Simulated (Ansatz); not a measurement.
Species, as SMILES: C=O (CH2-O).
Atoms: O1, C2, H3, H4. Bonds: O1-C2, C2-H3, C2-H4.

Basis-set convergence of the optimised C2-H3 bond length at B3LYP with Ansatz (a program for electronic structure). Cartesian d functions, on some or all atoms, in 6-31G*, 6-31+G*; all else is spherical. The program fits the integrals of some runs and decomposes those of others, by size. No added dispersion term, no relativity. Reference: the value in def2-QZVPPD, 1.1056 Å, itself unsure by roughly 0.0002 Å (its mean distance from pcseg-3, def2-QZVPP, cc-pVQZ). Deviations are taken from unrounded values.

```tsv
basis	functions	optimised C2-H3 bond length (Å)
6-31G*	34	1.1104
6-31+G*	42	1.1085
cc-pVDZ	38	1.1203
aug-cc-pVDZ	64	1.1140
def2-SVP	38	1.1211
def2-SVPD	59	1.1161
pcseg-1	38	1.1148
aug-pcseg-1	64	1.1132
6-311G**	48	1.1099
6-311+G**	56	1.1082
def2-TZVP	74	1.1075
def2-TZVPD	95	1.1071
cc-pVTZ	88	1.1068
aug-cc-pVTZ	138	1.1058
pcseg-2	88	1.1059
aug-pcseg-2	138	1.1058
def2-TZVPP	90	1.1065
def2-TZVPPD	111	1.1061
def2-QZVPP	174	1.1056
def2-QZVPPD	195	1.1056
```

What the diffuse functions change, pair by pair:
- 6-31G* to 6-31+G*: 8 more functions, deviation 0.0049 to 0.0030 Å
- cc-pVDZ to aug-cc-pVDZ: 26 more functions, deviation 0.0147 to 0.0084 Å
- def2-SVP to def2-SVPD: 21 more functions, deviation 0.0155 to 0.0105 Å
- pcseg-1 to aug-pcseg-1: 26 more functions, deviation 0.0092 to 0.0076 Å
- 6-311G** to 6-311+G**: 8 more functions, deviation 0.0044 to 0.0026 Å
- def2-TZVP to def2-TZVPD: 21 more functions, deviation 0.0020 to 0.0015 Å
- cc-pVTZ to aug-cc-pVTZ: 50 more functions, deviation 0.0012 to 0.0003 Å
- pcseg-2 to aug-pcseg-2: 50 more functions, deviation 0.0004 to 0.0002 Å
- def2-TZVPP to def2-TZVPPD: 21 more functions, deviation 0.0009 to 0.0006 Å
- def2-QZVPP to def2-QZVPPD: 21 more functions, deviation 0.0001 to 0.0000 Å

Leaving out the reference's own pair, they bring the value nearer the reference by more than 0.0002 Å in 8 of 9 pairs.
